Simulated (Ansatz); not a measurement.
Two shapes of triplet CH2O.

Shape 1:

```xyz
4

C    -0.0638   -0.1063    0.5225
O     0.0600    0.1295   -0.6255
H     0.1215    0.6508    1.3015
H    -0.3745   -1.0980    0.8895
```

Shape 2:

```xyz
4

C     0.1702    0.1478   -0.4717
O    -0.2191   -0.1903    0.6075
H     0.4726    1.2017   -0.6995
H     0.2595   -0.5659   -1.3301
```

Basis set: def2-SVP (spherical functions). Left uncorrelated: 2 orbitals. Charge 0, multiplicity 3.

Computed with Ansatz (development build ahead of 0.2.0); each method stands on the lowest determinant of its kind that the runs found.

Question: Which shape is lower in energy, and by how much in each method?

Answer:

```json
{"method": "UHF", "E(2) − E(1) (eV)": "-0.133"}
{"method": "UHF-MP2", "E(2) − E(1) (eV)": "-0.132"}
{"method": "UHF-CCSD(T)", "E(2) − E(1) (eV)": "-0.149"}
```

Shape 2 is lower. Caution: another spin multiplicity may lie lower.
